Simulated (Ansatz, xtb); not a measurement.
# Isomers of BH2NSi in order of energy

4 gas-phase structures of BH2NSi, found in a search over its isomers (lower ones may exist). Each was relaxed with GFN2-xTB:

A. `B[Si]#N`, a singlet
B. `BN=[Si]`, a singlet
C. a singlet given by its coordinates
D. `B=N[SiH]`, a singlet

C (Å):

```xyz
5

B    -0.3203   -1.9471   -3.2177
N    -0.2123   -0.6206   -3.2743
Si    1.3865   -1.1636   -3.7482
H    -0.8382   -2.9602   -3.0427
H     2.0562    0.1114   -3.9735
```

Close contacts (Å): B1–N2 1.33, B1–Si3 1.95, N2–Si3 1.75, B1–H4 1.15, Si3–H5 1.46.

Question: Which do you expect lowest at r2SCAN-D4/def2-SVP, and how would the others follow?

Answer: Calculated order at r2SCAN-D4/def2-SVP: B (0.000), D (0.608), C (1.461), A (3.976) eV.

Energies above the lowest of each column, in eV; the last columns are at PBE-D3(BJ)/def2-SVP geometries and were run for some of them only (a dash: not run or not comparable):

| structure | GFN2-xTB | HF/STO-3G | r2SCAN-D4/def2-SVP | PBE-D3(BJ)/def2-SVP | CCSD(T)/def2-TZVPP |
| --- | --- | --- | --- | --- | --- |
| B | 0.000 | 0.000 | 0.000 | 0.000 | 0.000 |
| D | 0.498 | 0.317 | 0.608 | 0.595 | 0.586 |
| C | 1.567 | 2.100 | 1.461 | relaxes to D | – |
| A | 1.677 | 4.926 | 3.976 | – | – |

Every level run on B puts it lowest or level with the lowest. Flexible structures stand in one conformer each, not always the lowest. Frequencies (PBE-D3(BJ)/def2-SVP) were run for B, D alone.

Over these structures GFN2-xTB departs from r2SCAN-D4/def2-SVP by 0.862 eV on average once a common shift is removed. A GFN2-xTB relaxation took about 0.066 s and the r2SCAN-D4/def2-SVP energy about 1.2 s on a shared host (Ansatz 0.2.0, xtb 6.7.1).
